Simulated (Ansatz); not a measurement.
# BNH₆ (built from SMILES BN.[H][H]): one structure at several levels

How do the functionals fare away from a minimum? The structure is a displaced guess of a reacting structure.

Program: Ansatz 0.2.0, Gaussian basis. Level of theory: single points in def2-TZVPP. These are calculated values, not measurements.

Cores are frozen in the correlated methods.

### 1 The system as given

8 atoms, charge 0, spin multiplicity 1.

Atoms are counted from 1 here; the program's logs count them from 0.

Bond lengths: B1–H3 1.135 Å, B1–H4 1.196 Å, N2–H7 1.066 Å, N2–H8 0.980 Å. Angles: H3–B1–H4 134.3°, H7–N2–H8 111.7°.

Geometry (Å):

```mol
BH6N
  3D, bonds by distance, orders not assigned

  8  4  0  0  0  0  0  0  0  0999 V2000
   -0.1091   -0.8320   -0.1764 B   0  0
    0.1055    0.8737    0.5597 N   0  0
    0.7728   -1.4903    0.1030 H   0  0
   -1.2724   -1.0310   -0.3710 H   0  0
    0.3222    0.5672   -0.7909 H   0  0
    0.3540   -0.1013   -1.5273 H   0  0
   -0.8812    1.1678    0.8352 H   0  0
    0.7155    0.8878    1.3261 H   0  0
  1  3  8  0
  1  4  8  0
  2  7  8  0
  2  8  8  0
M  END
```

### 2 CCSD(T)/def2-TZVPP

Input file run/in.yaml:

```yaml
crystal:
  periodic: [false, false, false]
  atoms:
    - {symbol: B, position_ang: [-0.109100, -0.832000, -0.176400]}
    - {symbol: N, position_ang: [0.105500, 0.873700, 0.559700]}
    - {symbol: H, position_ang: [0.772800, -1.490300, 0.103000]}
    - {symbol: H, position_ang: [-1.272400, -1.031000, -0.371000]}
    - {symbol: H, position_ang: [0.322200, 0.567200, -0.790900]}
    - {symbol: H, position_ang: [0.354000, -0.101300, -1.527300]}
    - {symbol: H, position_ang: [-0.881200, 1.167800, 0.835200]}
    - {symbol: H, position_ang: [0.715500, 0.887800, 1.326100]}
basis:
  gaussian: {orbitals: def2-TZVPP}
correlation: {method: ccsd_t}
output: {forces: true}
```

The command line of these runs was not kept.

### 3 PBE0-D4/def2-TZVPP

Changes to run/in.yaml since step 2:

```diff
@@ -13,3 +13,3 @@
   gaussian: {orbitals: def2-TZVPP}
-correlation: {method: ccsd_t}
-output: {forces: true}
+hamiltonian: {xc: pbe0, dispersion: d4}
+output: {forces: true, orbitals: {seedname: orbitals}}
```

### 4 wB97M-V/def2-TZVPP

Changes to run/in.yaml since step 3:

```diff
@@ -13,3 +13,3 @@
   gaussian: {orbitals: def2-TZVPP}
-hamiltonian: {xc: pbe0, dispersion: d4}
-output: {forces: true, orbitals: {seedname: orbitals}}
+hamiltonian: {xc: {name: wB97M-V}}
+output: {forces: true}
```

### 5 r2SCAN-D4/def2-TZVPP

Changes to run/in.yaml since step 4:

```diff
@@ -13,3 +13,3 @@
   gaussian: {orbitals: def2-TZVPP}
-hamiltonian: {xc: {name: wB97M-V}}
+hamiltonian: {xc: r2scan, dispersion: d4}
 output: {forces: true}
```

### 6 PBE-D4/def2-TZVPP

Changes to run/in.yaml since step 5:

```diff
@@ -13,3 +13,3 @@
   gaussian: {orbitals: def2-TZVPP}
-hamiltonian: {xc: r2scan, dispersion: d4}
+hamiltonian: {xc: pbe, dispersion: d4}
 output: {forces: true}
```

### 7 revPBE-D4/def2-TZVPP

Changes to run/in.yaml since step 6:

```diff
@@ -13,3 +13,3 @@
   gaussian: {orbitals: def2-TZVPP}
-hamiltonian: {xc: pbe, dispersion: d4}
+hamiltonian: {xc: {name: revPBE}, dispersion: d4}
 output: {forces: true}
```

### 8 r2SCAN0-D4/def2-TZVPP

Changes to run/in.yaml since step 7:

```diff
@@ -13,3 +13,3 @@
   gaussian: {orbitals: def2-TZVPP}
-hamiltonian: {xc: {name: revPBE}, dispersion: d4}
+hamiltonian: {xc: {name: r2SCAN0}, dispersion: d4}
 output: {forces: true}
```

(Steps that only read results are left out.)

Before running it: what results should come out? Wanted: energy less free atoms, CCSD(T)/def2-TZVPP; RMS force component; RMS force error; HOMO and LUMO, PBE0-D4; T1 diagnostic.

As calculated:

| quantity | value |
| --- | --- |
| energy less free atoms, CCSD(T)/def2-TZVPP | -2243.1 kJ/mol |
| RMS force component | 1.372 to 1.474 eV/Å over the methods |
| RMS force error | PBE0-D4 0.079, wB97M-V 0.061, r2SCAN-D4 0.073, PBE-D4 0.157, revPBE-D4 0.179, r2SCAN0-D4 0.108 eV/Å |
| HOMO and LUMO, PBE0-D4 | -7.50 and -0.05 eV |
| T1 diagnostic | 0.012 |

Against CCSD(T) the functionals' energies less atoms differ by -113.7 to -35.9 kJ/mol, PBE-D4 by -113.7 kJ/mol. CCSD(T) in triple zeta still lacks some correlation energy of the bonds, so part of these gaps is its own basis error and they don't rank the functionals. On forces the order runs from wB97M-V to revPBE-D4. Frozen-core CCSD(T) forces in triple zeta carry basis errors of their own, and this is one geometry, so small gaps rank nothing.
